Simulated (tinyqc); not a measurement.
The basis set: RHF and MP2 along a ladder of basis sets, for LiF, spin multiplicity 1. Computed by the program tinyqc with PySCF. Same geometry throughout; the dipole is taken about the origin.

Geometry (angstrom):
```
atom       x       y       z
Li    0.0000  0.0000  0.0000
F     0.0000  0.0000  1.4180
```

RHF and frozen-core MP2 in a ladder of bases:
```
basis    functions  E(RHF) (hartree)  E(MP2 corr) (hartree)  HOMO (eV)  LUMO (eV)  dipole (debye)
sto-3g          10       -105.373013              -0.055045    -9.9084     2.3322          3.1478
3-21g           18       -106.348967              -0.131124   -12.2935     0.1673          5.3672
6-31g           18       -106.910102              -0.134490   -12.8876     0.2304          5.9409
6-31g**         28       -106.923745              -0.189376   -13.0037     0.3060          5.6096
cc-pvdz         28       -106.933258              -0.205442   -13.1818     0.0440          5.9147
cc-pvtz         60       -106.971717              -0.276421   -13.3773     0.0260          5.7929
```

What does the comparison show, and why?

From cc-pVDZ to cc-pVTZ the RHF energy falls by 38.5 mhartree and the correlation energy by 71.0. If valence correlation converges as X^-3, (27 E(T) - 8 E(D))/19 gives -0.3063 hartree, a rough estimate from such small X that usually falls short; STO-3G holds about 18 % of it. Beyond STO-3G the LUMO moves by 0.3 eV and the HOMO by 1.1 eV.
